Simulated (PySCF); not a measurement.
# Unknowns

PySCF 2.14 calculation with shieldings: GIAO PBE0/pcSseg-1, structure optimised with GFN2-xTB and J couplings at B3LYP/pcJ-1; non-relativistic, in vacuum, one computed conformer, equivalent nuclei averaged.

References, each an isolated molecule treated in the same way: TMS for 1H (31.72 ppm) and 13C (186.93 ppm). Multiplet labels drop J under 1 Hz and among equivalent protons, and merge close values. Unscaled 3J(H,H) run several per cent high. Splittings of carbon signals by F and P are missing where no couplings were computed. Where no couplings were computed, multiplicities follow the n + 1 count of equivalent neighbours, and m marks all less simple cases (inequivalent or close neighbours, rings, F or P nearby). Shifts are as computed. Against solution values, carbons near 30 ppm lie about +3 ppm off and those near 130 ppm about +5 ppm. Of 1211 compounds with measured shifts, 218 miss one by over three times the rms of a fit or turn the order of signals round; such compounds aren't used in these exercises.

(1) C₃H₄. 1H NMR (500 MHz, computed): δ 4.89 (s, 4H). 13C{1H} NMR (computed): δ 224.9, 77.4. Give a structure.

(2) C₆H₁₁F₃O. 1H NMR (500 MHz, computed): δ 3.77 (q, 2H), 1.41 (s, 6H), 1.27 (t, 3H). 13C{1H} NMR (computed): δ 136.3 (C), 78.8 (C), 64.2 (CH2), 22.9 (CH3), 18.6 (CH3). Identify the compound.

Results:

(1) allene (C=C=C). Rings plus π bonds: 2 (no ring in the answer). 2 carbon signals for 3 carbons: some carbons are equivalent by symmetry or fast rotation. Carbon types of the structure: 1 × C, 2 × CH2, which accounts for all hydrogens. δC 224.9: central carbon of an allene; the central sp carbon of an allene is among the most deshielded carbons of hydrocarbons. δC 77.4: terminal carbon of a cumulated C=C=C unit. δH 4.89: hydrogen on a terminal carbon of a cumulated C=C=C unit; a vinylic proton, deshielded by the sp2 carbon and the C=C anisotropy.

(2) `CCOC(C)(C)C(F)(F)F`. Rings plus π bonds: 0. 5 carbon signals for 6 carbons: some carbons are equivalent by symmetry or fast rotation. Carbon types of the structure: 2 × C, 1 × CH2, 3 × CH3, which accounts for all hydrogens. δC 136.3: CF3 carbon; 3 electronegative neighbours deshield it. δC 78.8: fully substituted sp3 carbon bonded to O; deshielded by the electronegative neighbour. δC 64.2: sp3 CH2 bonded to O; the inductive effect lowers its shielding. δC 22.9, 18.6: methyl carbon; saturated and bonded to C and H only.

This is the structure that produced the data.
